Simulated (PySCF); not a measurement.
An element was calculated at PBE (PySCF 2.14, non-relativistic, a triple-zeta basis, no spin-orbit coupling), in the ground configurations that NIST lists.

```
electron affinity          : 0.593 eV
first ionisation energy    : 6.077 eV
second ionisation energy   : 18.758 eV
third ionisation energy    : 28.821 eV
polarisability of the atom : 65.1 bohr³
```

Q: Which element is it?

A: Aluminium (Al, Z = 13), in dyall-av3z. NIST lists 5.986, 18.829, 28.448 eV for these ionisation energies.
